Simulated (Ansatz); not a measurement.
Level of theory: frozen-core CCSD(T)/cc-pVQZ // PBE-D3(BJ)/def2-TZVP (Ansatz, a quantum-chemistry and plane-wave program).

Ansatz 0.2 input:
```yaml
crystal:
  periodic: [false, false, false]
  atoms:
    - { symbol: F, position_ang: [1.144094, 0.669992, 0.05157] }
    - { symbol: C, position_ang: [-0.003608, -0.07743, 0.002582] }
    - { symbol: F, position_ang: [-1.077066, 0.768452, -0.099537] }
    - { symbol: H, position_ang: [-0.092726, -0.647027, 0.941417] }
    - { symbol: H, position_ang: [0.029308, -0.713986, -0.896032] }
basis:
  gaussian: { orbitals: cc-pVQZ }
correlation:
  method: ccsd_t
```

Output:

```
Functional definition: HF
1358 factors; integrals over basis functions are off by at most 7.2e-4 eV
mean field evaluation 1: about -6475.0408 eV, gradient 3.0e1 eV
mean field evaluation 2: about -6475.0423 eV, gradient 3.0e1 eV
mean field evaluation 4: about -6476.6240 eV, gradient 2.5e0 eV
mean field evaluation 8: about -6476.6439 eV, gradient 1.1e-4 eV
mean field evaluation 16: about -6476.6429 eV, gradient 5.0e-1 eV
mean field -6476.64386318 eV, -238.0122719451 hartree, gradient 1.4e-6 eV, S^2 0.000000; 0 other end points of the search recorded, 0 dependent functions left out
3 core orbitals not correlated
reference -6476.64386318 eV, -238.0122719451 hartree; 10, 10 occupied and 212, 212 virtual orbitals, 1358 factors
second order -19.96153702 eV of doubles, -0.00000000 eV of singles
cycle   1  -19.64743002 eV  change    3.1e-1 eV  update   8.2e-2
cycle   2  -20.03576488 eV  change   -3.9e-1 eV  update   2.3e-2
cycle   3  -20.12306699 eV  change   -8.7e-2 eV  update   1.1e-2
cycle   4  -20.10960232 eV  change    1.3e-2 eV  update   2.1e-3
cycle   5  -20.10907113 eV  change    5.3e-4 eV  update   1.0e-3
cycle   6  -20.11011650 eV  change   -1.0e-3 eV  update   3.1e-4
cycle   7  -20.10994116 eV  change    1.8e-4 eV  update   1.2e-4
cycle   8  -20.10988376 eV  change    5.7e-5 eV  update   2.6e-5
cycle   9  -20.10988957 eV  change   -5.8e-6 eV  update   9.1e-6
perturbative correction -0.66262666 eV, -0.0243510807 hartree
Total energy: -6497.41637942 eV, -238.7756478367 hartree
```

Cost: about 40 core-seconds (a rough figure).
